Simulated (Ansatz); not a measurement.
Mulliken charges of BClO (`O=BCl`) from r2SCAN/def2-TZVPP in Ansatz (PBE0-D4/def2-TZVP geometry).

```json
{"atom": "O1", "x (Å)": "1.036", "y (Å)": "0.615", "z (Å)": "0.637", "charge (e)": "-0.201"}
{"atom": "B2", "x (Å)": "0.121", "y (Å)": "0.072", "z (Å)": "0.074", "charge (e)": "0.229"}
{"atom": "Cl3", "x (Å)": "-1.156", "y (Å)": "-0.687", "z (Å)": "-0.711", "charge (e)": "-0.028"}
```

Question: By hand: the dipole of these point charges (1 e Å = 4.8032 D).

Answer: Σ q r = (-0.148, -0.088, -0.091) e Å, of length 0.195 e Å = 0.94 D.

Question: How does the dipole of the full density compare? (Estimate.)

Answer: The calculation gave: (-0.434, -0.258, -0.267) e Å, 2.74 D; the point charges give 0.34 times that, at 0° from its direction.

Point charges leave out the atoms' own dipoles, such as those of lone pairs, and Mulliken's split depends on the basis, so the two needn't agree.
